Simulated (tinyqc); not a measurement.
Pariser-Parr-Pople SCF with singles CI, for the molecule O=CC(=O)O (SMILES; centres numbered as the heavy atoms are written), step by step. One step of it, computed by the program tinyqc.

Task: Iteration 2: orbitals and new P. Diagonalise F (the basis is taken as orthonormal) and form P = 2 sum c c over the lowest orbitals.

F (eV), order 1O, 2C, 3C, 4O, 5O:
```
[[-6.767595, -6.381782, 0.094664, 0.719721, 0.268938],
 [-6.381782, -7.017165, -3.603712, -0.052679, 0.102787],
 [0.094664, -3.603712, -7.474483, -5.725845, -4.661320],
 [0.719721, -0.052679, -5.725845, -6.439658, 1.412081],
 [0.268938, 0.102787, -4.661320, 1.412081, -8.922983]]
```

pi electrons, sum of z_r less the charge = 6

Give: orbital energies; P after iteration 2.

Result:

orbital energies (eV): [-15.6674, -12.5226, -9.3134, -1.0174, 1.8990]

P after iteration 2, order 1O, 2C, 3C, 4O, 5O:
```
[[0.9971, 0.9511, -0.0380, -0.2813, -0.1219],
 [0.9511, 1.0186, 0.3038, 0.0305, -0.0428],
 [-0.0380, 0.3038, 1.0962, 0.7854, 0.5292],
 [-0.2813, 0.0305, 0.7854, 1.2187, -0.5052],
 [-0.1219, -0.0428, 0.5292, -0.5052, 1.6694]]
```
